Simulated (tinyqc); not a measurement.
ROHF in the sto-6g basis, for LiH, spin multiplicity 3, step by step (part 2 of 2). Computed by tinyqc, a small Python program that keeps every step (integrals from PySCF). Command: `OMP_NUM_THREADS=1 python tinyqc.py 24817 24818 out.jsonl` (the two numbers bound the seeds that draw the settings). One thread of a shared host (Intel(R) Xeon(R) Processor @ 2.60GHz), about 0.08 s of CPU time with the checks.

Geometry (angstrom):

| atom | x | y | z |
|---|---|---|---|
| Li | 0.000000 | 0.000000 | 0.000000 |
| H | 0.000000 | 0.000000 | 2.831000 |

## Populations, bond orders and dipole

D(alpha) after iteration 9, lower triangle:
```
            1Li 1s     1Li 2s   1Li 2px   1Li 2py   1Li 2pz     2H 1s
1Li 1s    1.057506
1Li 2s   -0.245412   1.047382
1Li 2px   0.000000   0.000000  0.000000
1Li 2py   0.000000   0.000000  0.000000  0.000000
1Li 2pz   0.042291  -0.158097  0.000000  0.000000  0.033496
2H 1s     0.017450  -0.100084  0.000000  0.000000  0.110465  0.956972
```

D(beta) after iteration 9, lower triangle:
```
            1Li 1s     1Li 2s   1Li 2px   1Li 2py    1Li 2pz     2H 1s
1Li 1s    0.987431
1Li 2s    0.025354   0.000651
1Li 2px   0.000000   0.000000  0.000000
1Li 2py   0.000000   0.000000  0.000000  0.000000
1Li 2pz   0.001951   0.000050  0.000000  0.000000   0.000004
2H 1s    -0.002771  -0.000071  0.000000  0.000000  -0.000005  0.000008
```

overlap S, lower triangle:
```
           1Li 1s    1Li 2s   1Li 2px   1Li 2py   1Li 2pz     2H 1s
1Li 1s   1.000000
1Li 2s   0.235742  1.000000
1Li 2px  0.000000  0.000000  1.000000
1Li 2py  0.000000  0.000000  0.000000  1.000000
1Li 2pz  0.000000  0.000000  0.000000  0.000000  1.000000
2H 1s    0.004425  0.148003  0.000000  0.000000  0.225517  1.000000
```

Mulliken: Z minus the diagonal of D S on the atom; Loewdin: the same with S^(1/2) D S^(1/2); Mayer order: 2 sum_s sum (D(s) S)_ij (D(s) S)_ji over the two atoms.

Charges (e):

| atom | Mulliken | Loewdin | Mulliken spin |
|---|---|---|---|
| 1Li | -0.032869 | -0.047176 | 1.032836 |
| 2H | 0.032869 | 0.047176 | 0.967164 |

Mayer bond orders:

| pair | order |
|---|---|
| 2-1 | 0.063513 |

dipole moment about the origin, x y z (debye): 0.000000  0.000000  1.757149
